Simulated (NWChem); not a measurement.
The numbers come from NWChem runs, not from measurements. System: ammonia (H3N), charge 0, spin multiplicity 1, at a geometry optimised with PBE0/def2-SVP. Level: PBE0/def2-TZVP.

The NWChem input:

```
start mol
memory heap 200 mb stack 900 mb global 1100 mb
geometry units angstroms nocenter noautoz
  N      0.001516     0.121561     0.000000
  H     -0.471437    -0.277805     0.810490
  H     -0.471437    -0.277805    -0.810490
  H      0.932260    -0.295316     0.000000
  symmetry group Cs
end
basis spherical
  * library def2-tzvp
end
dft
  xc pbe0
  semidirect memsize 60000000 filesize 0
  iterations 100
end
task dft energy
```

NWChem printed:

```
             Northwest Computational Chemistry Package (NWChem) 7.3.0
             --------------------------------------------------------

                                NWChem Input Module
                                -------------------

 Scaling coordinates for geometry "geometry" by  1.889725989
 (inverse scale =  0.529177249)

 Turning off AUTOSYM since
 SYMMETRY directive was detected!

                             Geometry "geometry" -> ""
                             -------------------------

 Output coordinates in angstroms (scale by  1.889725989 to convert to a.u.)

  No.       Tag          Charge          X              Y              Z
 ---- ---------------- ---------- -------------- -------------- --------------
    1 N                    7.0000     0.00151600     0.12156100     0.00000000
    2 H                    1.0000    -0.47143700    -0.27780500     0.81049000
    3 H                    1.0000    -0.47143700    -0.27780500    -0.81049000
    4 H                    1.0000     0.93226000    -0.29531600     0.00000000

 Effective nuclear repulsion energy (a.u.)      11.8759129821

            Nuclear Dipole moment (a.u.)
            ----------------------------
        X                 Y               Z
 ---------------- ---------------- ----------------
    -0.0000037795     0.0000018897     0.0000000000

      Symmetry information
      --------------------

 Group name             Cs
 Group number              2
 Group order               2
 No. of unique centers     3

      Symmetry unique atoms

     1    2    4


 Summary of "ao basis" -> "" (spherical)
 ------------------------------------------------------------------------------
       Tag                 Description            Shells   Functions and Types
 ---------------- ------------------------------  ------  ---------------------
 *                         def2-tzvp                  on all atoms

                                 NWChem DFT Module
                                 -----------------

 Summary of "ao basis" -> "ao basis" (spherical)
 ------------------------------------------------------------------------------
[...]
 Vector    5  Occ=2.000000D+00  E=-2.827628D-01  Symmetry=a'
              MO Center=  3.3D-03,  2.7D-01, -1.1D-16, r^2= 9.2D-01
   Bfn.  Coefficient  Atom+Function         Bfn.  Coefficient  Atom+Function
  ----- ------------  ---------------      ----- ------------  ---------------
     7      0.396169  1 N  py                10      0.337906  1 N  py
    13      0.335476  1 N  py                 4      0.201079  1 N  s
     5      0.145280  1 N  s                  3      0.124176  1 N  s
     2     -0.078413  1 N  s                 33     -0.049565  2 H  s
    39     -0.049565  3 H  s                 45     -0.049565  4 H  s

 Vector    6  Occ=0.000000D+00  E= 3.726362D-02  Symmetry=a'
              MO Center= -6.0D-03, -4.8D-01, -3.3D-16, r^2= 4.5D+00
   Bfn.  Coefficient  Atom+Function         Bfn.  Coefficient  Atom+Function
  ----- ------------  ---------------      ----- ------------  ---------------
     5      2.081028  1 N  s                 34     -0.997827  2 H  s
    40     -0.997827  3 H  s                 46     -0.997828  4 H  s
    13     -0.424150  1 N  py                 3      0.250798  1 N  s
     4     -0.168736  1 N  s                  7     -0.114607  1 N  py
     2     -0.097457  1 N  s                 10     -0.050337  1 N  py

 Vector    7  Occ=0.000000D+00  E= 1.204166D-01  Symmetry=a"
              MO Center= -7.0D-01, -4.7D-01, -5.5D-15, r^2= 4.2D+00
   Bfn.  Coefficient  Atom+Function         Bfn.  Coefficient  Atom+Function
  ----- ------------  ---------------      ----- ------------  ---------------
    34      1.883154  2 H  s                 40     -1.883154  3 H  s
    14     -0.932517  1 N  pz                 8     -0.249305  1 N  pz
    33     -0.104446  2 H  s                 39      0.104446  3 H  s
    11     -0.063920  1 N  pz                23      0.056234  1 N  d  1
    37      0.043735  2 H  pz                43      0.043735  3 H  pz

 Vector    8  Occ=0.000000D+00  E= 1.204167D-01  Symmetry=a'
              MO Center=  6.9D-01, -4.9D-01, -5.0D-16, r^2= 4.2D+00
   Bfn.  Coefficient  Atom+Function         Bfn.  Coefficient  Atom+Function
  ----- ------------  ---------------      ----- ------------  ---------------
    46      2.174482  4 H  s                 34     -1.087241  2 H  s
    40     -1.087241  3 H  s                 12     -0.932444  1 N  px
     6     -0.249286  1 N  px                45     -0.120604  4 H  s
     9     -0.063915  1 N  px                47      0.061124  4 H  px
    33      0.060301  2 H  s                 39      0.060301  3 H  s

 center of mass
 --------------
 x =   0.00116887 y =   0.09374440 z =   0.00000000

 moments of inertia (a.u.)
 ------------------
           6.187030992480           0.040791268129           0.000000000000
           0.040791268129           9.456133911585           0.000000000000
           0.000000000000           0.000000000000           6.186497570801

     Multipole analysis of the density
     ---------------------------------

     L   x y z        total         alpha         beta         nuclear
     -   - - -        -----         -----         ----         -------
     0   0 0 0     -0.000000     -5.000000     -5.000000     10.000000

     1   1 0 0     -0.008758     -0.004377     -0.004377     -0.000004
     1   0 1 0     -0.702077     -0.351040     -0.351040      0.000002
     1   0 0 1      0.000000      0.000000      0.000000      0.000000

     2   2 0 0     -4.663814     -4.677436     -4.677436      4.691059
     2   1 1 0     -0.026805      0.008178      0.008178     -0.043161
     2   1 0 1     -0.000000     -0.000000     -0.000000      0.000000
     2   0 2 0     -6.812107     -4.022066     -4.022066      1.232025
     2   0 1 1     -0.000000     -0.000000     -0.000000      0.000000
     2   0 0 2     -4.663468     -4.677545     -4.677545      4.691622

 Task  times  cpu:        0.5s     wall:        0.5s

 Total times  cpu:        0.5s     wall:        0.5s
```
